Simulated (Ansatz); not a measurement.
**CHO2+ (SMILES O=C=[OH+]): single points off equilibrium**

The task here is to estimate one member of a computed series from the others.

Program: Ansatz 0.2.0, Gaussian basis. Level of theory: single points in def2-TZVPP. These are calculated values, not measurements.

Correlated methods freeze the cores.

### The starting structure

SMILES `O=C=[OH+]`, 4 atoms, charge 1, spin multiplicity 1.

Atoms are counted from 1 here; the program's logs count them from 0.

Bond lengths: O1–C2 1.316 Å, C2–O3 1.148 Å, O3–H4 0.929 Å. Angles: O1–C2–O3 164.6°, C2–O3–H4 137.6°.

Geometry (Å):

```
O     0.57410    0.23230    1.62090
C     0.07950    0.22410    0.40130
O    -0.06540    0.13250   -0.73400
H    -0.64580   -0.29620   -1.31920
```

Set-up of the first run:

run/in.yaml

```yaml
crystal:
  periodic: [false, false, false]
  atoms:
    - {symbol: O, position_ang: [0.574100, 0.232300, 1.620900]}
    - {symbol: C, position_ang: [0.079500, 0.224100, 0.401300]}
    - {symbol: O, position_ang: [-0.065400, 0.132500, -0.734000]}
    - {symbol: H, position_ang: [-0.645800, -0.296200, -1.319200]}
basis:
  gaussian: {orbitals: def2-TZVPP}
total_charge: 1
correlation: {method: ccsd_t}
output: {forces: true}
```

The command line of these runs was not kept.

Among the steps run: CCSD(T)/def2-TZVPP; PBE0-D4/def2-TZVPP; wB97M-V/def2-TZVPP; r2SCAN-D4/def2-TZVPP; PBE-D4/def2-TZVPP; CAM-B3LYP-D4/def2-TZVPP; SPW92/def2-TZVPP.

One table of the session follows, with a row left open; its other results are not shown here.

| method | RMS force component (eV/Å) | angle to CCSD(T) forces (°) |
| --- | --- | --- |
| CCSD(T) | 5.985 | reference |
| PBE0-D4 | 6.197 | 4.7 |
| wB97M-V | 6.208 | 3.9 |
| r2SCAN-D4 | 5.996 | 3.1 |
| PBE-D4 | 5.901 | 1.8 |
| CAM-B3LYP-D4 | 6.211 | 5.3 |
| SPW92 | ? | ? |

Estimate the missing values for SPW92.

The run gave: RMS force component (eV/Å): 5.970; angle to CCSD(T) forces (°): 4.9. In the column «RMS force component (eV/Å)» it lies between PBE-D4 (5.901) and CCSD(T) (5.985).
